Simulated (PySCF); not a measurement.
# Indirect couplings

Geometry:
| atom | x (Å) | y (Å) | z (Å) |
| --- | --- | --- | --- |
| C1 | -0.747 | 1.146 | 0.287 |
| N2 | 0.454 | 1.486 | 0.061 |
| C3 | 1.212 | 0.298 | -0.310 |
| C4 | 0.333 | -0.922 | 0.026 |
| C5 | -1.072 | -0.317 | 0.123 |
| H6 | -1.502 | 1.899 | 0.555 |
| H7 | 2.183 | 0.293 | 0.210 |
| H8 | 1.444 | 0.366 | -1.389 |
| H9 | 0.412 | -1.731 | -0.714 |
| H10 | 0.629 | -1.342 | 1.001 |
| H11 | -1.680 | -0.716 | 0.950 |
| H12 | -1.666 | -0.460 | -0.799 |

Method: B3LYP/pcJ-1 (spin–dipole term only in couplings to heteroatoms)//PBE0-D3(BJ)/def2-SVP, PySCF 2.14.0 with density-fitted response routines; isolated molecule, single conformer, non-relativistic. Couplings are averaged over pairs made equivalent by symmetry, fast rotation or ring inversion, so a value needn't be that of the named pair in this geometry, while other rotamers aren't included; one pair stands for each set, and the list holds a selection of those of at least 1.5 Hz over up to four bonds.

Isotopes: $^{13}$C, $^{1}$H, $^{15}$N.

```tsv
pair	bonds	J (Hz)
C1, N2	1	?
C1, C5	1	?
C1, H6	1	?
N2, C3	1	5.9
C3, C4	1	32.1
C3, H7	1	145.1
C4, C5	1	36.7
C4, H9	1	136.8
C5, H11	1	136.9
C1, C4	2	4.5
C1, H11	2	?
N2, C5	2	2.9
N2, H6	2	-13.2
C3, C5	2	5.3
C3, H9	2	-1.9
C4, H11	2	-2.3
C5, H6	2	?
C5, H9	2	-2.8
H9, H10	2	-14.1
H11, H12	2	?
C3, H11	3	?
H7, H9	3	6.3
H7, H10	3	9.9
H6, H7	4	-3.5
H7, H11	4	?
H7, H12	4	3.7
```

**Question.** Estimate the withheld couplings, with signs.

**Answer.** 
- $^{1}J$(C1,N2) = -3.6 Hz (bond length 1.269 Å)
- $^{1}J$(C1,C5) = 34.5 Hz (bond length 1.507 Å)
- $^{1}J$(C1,H6) = 187.5 Hz (bond length 1.099 Å, sp2 carbon)
- $^{2}J$(C1,H11) = -5.4 Hz (mean over equivalent pairs that range from -6.9 to -3.9 Hz in this conformer)
- $^{2}J$(C5,H6) = 18.6 Hz (angle at C1 123°)
- $^{2}J$(H11,H12) = -19.8 Hz (angle at C5 106°)
- $^{3}J$(C3,H11) = 1.9 Hz (mean over equivalent pairs that range from -1.6 to 5.4 Hz in this conformer)
- $^{4}J$(H7,H11) = 2.9 Hz (mean over equivalent pairs that range from 0.2 to 5.7 Hz in this conformer)
